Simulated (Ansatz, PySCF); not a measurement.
System: CH4N, charge 0, multiplicity 2. It need not be the lowest isomer of its formula. SMILES: [CH2]N
Coordinates optimised at B3LYP-D3(BJ)/def2-TZVP (Ansatz, an electronic-structure program):
```
C
H 1 1.0803
H 1 1.0803 2 118.78
N 1 1.3914 2 116.76 3 148.46
H 4 1.0089 1 115.75 2 172.11
H 4 1.0089 5 111.58 1 135.19
```
Charge 0, spin multiplicity 2.

Wanted: atomisation energy (electronic, to ground-state atoms), in eV. Valence correlation only, unless marked. Open shells are spin-unrestricted. Spin-orbit coupling is left out. Non-relativistic. The coupled-cluster limit lacks core correlation, which all-electron functionals hold. CBS(X,Y): correlation extrapolated as X^-3; Hartree-Fock from the larger set. [CCSD(T)-MP2]/basis is that difference in the basis named.

```json
[
 {"level": "HF/6-31G", "program": "Ansatz", "atomisation energy (eV)": "13.48", "minus last row": "-7.41"},
 {"level": "TPSS/def2-TZVPD", "program": "PySCF", "atomisation energy (eV)": "21.20", "minus last row": "0.31"},
 {"level": "r2SCAN-D3(BJ)/def2-TZVPD", "program": "Ansatz + dftd3", "atomisation energy (eV)": "20.96", "minus last row": "0.07"},
 {"level": "r2SCAN0-D4/def2-TZVPD", "program": "Ansatz + dftd4", "atomisation energy (eV)": "20.64", "minus last row": "-0.25"},
 {"level": "M06-2X/def2-TZVPD", "program": "PySCF", "atomisation energy (eV)": "20.84", "minus last row": "-0.05"},
 {"level": "B2GP-PLYP/def2-TZVPD", "program": "Ansatz", "atomisation energy (eV)": "20.59", "minus last row": "-0.30"},
 {"level": "B2PLYP-D4/def2-TZVPD", "program": "Ansatz + dftd4", "atomisation energy (eV)": "20.76", "minus last row": "-0.13"},
 {"level": "RPA@PBE/cc-pVTZ", "program": "Ansatz", "atomisation energy (eV)": "19.63", "minus last row": "-1.26"},
 {"level": "RI-MP2/def2-QZVPP", "program": "Ansatz", "atomisation energy (eV)": "20.72", "minus last row": "-0.17"},
 {"level": "RI-MP2/CBS(def2-TZVPP,def2-QZVPP)", "program": "Ansatz", "atomisation energy (eV)": "20.95", "minus last row": "0.06"},
 {"level": "SCS-MP2/aug-cc-pVTZ", "program": "Ansatz", "atomisation energy (eV)": "20.60", "minus last row": "-0.29"},
 {"level": "CCSD/aug-cc-pVTZ", "program": "Ansatz", "atomisation energy (eV)": "20.12", "minus last row": "-0.77"},
 {"level": "CCSD(T)/6-31G*", "program": "Ansatz", "atomisation energy (eV)": "18.34", "minus last row": "-2.55"},
 {"level": "CCSD(T)/aug-cc-pVTZ", "program": "Ansatz", "atomisation energy (eV)": "20.40", "minus last row": "-0.49"},
 {"level": "RI-MP2/CBS(aug-cc-pVTZ,aug-cc-pVQZ)+[CCSD(T)-MP2]/aug-cc-pVTZ", "program": "Ansatz", "atomisation energy (eV)": "20.89", "minus last row": "0.00"}
]
```
